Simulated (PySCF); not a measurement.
## SiS⁺: input and log

State: ²Π (doublet), unpaired electrons π ↑.

An equivalent input (the run itself took its basis sets from the Basis Set Exchange, started from a PBE0 density and held the occupation σ 9α 9β, πx 3α 3β, πy 3α 2β):

```python
from pyscf import gto, dft
mol = gto.M(atom='Si 0 0 0; S 0 0 2.087', basis={'Si': 'pcseg-1', 'S': 'pcseg-1'},
            charge=1, spin=1, verbose=4, symmetry='C2v')
mf = dft.UKS(mol, xc='B88,P86')
mf.grids.atom_grid = (80, 434)
mf.grids.prune = dft.gen_grid.treutler_prune
mf.irrep_nelec = {'A1': (9, 9), 'B1': (3, 3), 'B2': (3, 2)}
mf.conv_tol = 1e-9
mf.max_cycle = 60
mf.diis_space = 10
mf.kernel()
```

The log (some set-up lines and the per-cycle HOMO/LUMO lines removed):

```
******** <class 'pyscf.dft.uks_symm.SymAdaptedUKS'> ********
method = SymAdaptedUKS
damping factor = 0
level_shift factor = 0
DIIS = <class 'pyscf.scf.diis.CDIIS'>
diis_start_cycle = 1
diis_space = 10
diis_damp = 0
SCF conv_tol = 1e-09
SCF conv_tol_grad = None
SCF max_cycles = 60
number electrons alpha = 15  beta = 14
Set gradient conv threshold to 3.16228e-05
init E= -687.353104776437
cycle= 1 E= -687.353190727797  delta_E= -8.6e-05  |g|= 0.0337  |ddm|= 0.12
cycle= 2 E= -687.346580879116  delta_E= 0.00661  |g|= 0.0898  |ddm|= 0.214
cycle= 3 E= -687.354266777351  delta_E= -0.00769  |g|= 0.00136  |ddm|= 0.157
cycle= 4 E= -687.354268516025  delta_E= -1.74e-06  |g|= 0.000555  |ddm|= 0.00456
cycle= 5 E= -687.354268749725  delta_E= -2.34e-07  |g|= 0.000178  |ddm|= 0.00104
cycle= 6 E= -687.354268782623  delta_E= -3.29e-08  |g|= 2.75e-05  |ddm|= 0.000351
cycle= 7 E= -687.354268784566  delta_E= -1.94e-09  |g|= 1.46e-05  |ddm|= 0.000152
cycle= 8 E= -687.354268784851  delta_E= -2.85e-10  |g|= 1.88e-06  |ddm|= 4.56e-05
Extra cycle  E= -687.354268784836  delta_E= 1.56e-11  |g|= 4.75e-06  |ddm|= 1.32e-05
converged SCF energy = -687.354268784836  <S^2> = 0.75365715  2S+1 = 2.0036538
```

Repeating this along the bond gives Re = 2.115 Å and ωe = 551 cm⁻¹.

A point of this curve took 0.28 CPU seconds beside 0.059 for the integrals (shared host).

The state is the lowest determinant that a PBE0 search found; another state may lie lower at other levels.
